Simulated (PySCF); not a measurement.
Ionisation and electron attachment of sulfur dimer

System: sulfur dimer, `[S][S]` (S2, triplet). Optimised structure (Å), atoms numbered from 1:
```
S     0.9559   -0.0123    0.0020
S    -0.9504    0.0148   -0.0303
```

Level of theory: ωB97X-D3(BJ)/ma-def2-TZVP single points in PySCF, grid level 2; every species was optimised with PBE0-D3(BJ)/ma-def2-SVP. ωB97X-D3(BJ) is ωB97X-V with D3(BJ) in place of VV10. Zero-point and thermal terms (298.15 K, 1 bar) come from unscaled PBE0-D3(BJ)/ma-def2-SVP harmonic frequencies, with soft modes damped to free rotors in the entropy.

Frontier levels of the parent: HOMO -9.50 eV, LUMO -1.70 eV.

Oxidation to the radical cation:
```
Vertical ionisation energy (electronic)              : 9.83 eV
Adiabatic ionisation energy (with zero-point energy) : 9.61 eV
Adiabatic, electronic part                           : 9.60 eV
Vertical gap at the product's structure              : 9.58 eV
Inner reorganisation energy (four-point)             : 250 meV
Relaxation of product / of parent                    : 221 / 30 meV
⟨S²⟩ of the product                                  : 0.757
Largest spin populations                             : S1 0.50, S2 0.50
Largest changes of atomic charge                     : S1 0.50, S2 0.50
Distances that move most (Å)                         : S1–S2 1.907 → 1.828
Potential in dichloromethane                         : 7.06 V absolute, 2.36 V against Fc+/Fc computed at 4.70 V (solvation -1 → -248 kJ/mol)
```

Vertical ionisation energy to the quartet cation: 11.82 eV. This state was not relaxed.

Reduction to the radical anion:
```
Vertical electron affinity (electronic)              : 1.63 eV
Adiabatic electron affinity (with zero-point energy) : 1.72 eV
Adiabatic, electronic part                           : 1.71 eV
Vertical gap at the product's structure              : 2.00 eV
Inner reorganisation energy (four-point)             : 363 meV
Relaxation of product / of parent                    : 72 / 292 meV
⟨S²⟩ of the product                                  : 0.757
Largest spin populations                             : S1 0.50, S2 0.50
Largest changes of atomic charge                     : S2 -0.50, S1 -0.50
Distances that move most (Å)                         : S1–S2 1.907 → 2.022
Potential in dichloromethane                         : 3.98 V absolute, -0.72 V against Fc+/Fc computed at 4.70 V (solvation -1 → -219 kJ/mol)
```

Vertical electron affinity to the quartet anion: -1.06 eV. The extra electron is not bound at this structure, the number hangs on the basis, and the ion was not relaxed.

Solvents are IEF-PCM continua (electrostatics only, gas-phase structures); absolute potentials refer to an electron at rest in vacuum. Fc+/Fc in dichloromethane, 4.70 V, is ωB97X-D3(BJ)/ma-def2-TZVP on PBE0-D3(BJ)/def2-SVP structures with GFN2-xTB thermal terms. Benchmark calculations put it near 5.0 V in acetonitrile and DMSO, so it is about 0.3 V low, and the value against it can read up to that much too high.

Measured values (NIST Chemistry WebBook, evaluated or the median of agreeing entries): vertical ionisation energy 9.55 eV (computed 9.83, difference 0.27); adiabatic ionisation energy 9.36 eV (computed 9.61, difference 0.26); adiabatic electron affinity 1.66 eV (computed 1.72, difference 0.05).

Known limits: the split of the reorganisation energy is sensitive to the structures, which come from another level (PBE0-D3(BJ)/ma-def2-SVP).

Differences come from unrounded values, so a last digit can differ from that of the printed terms.
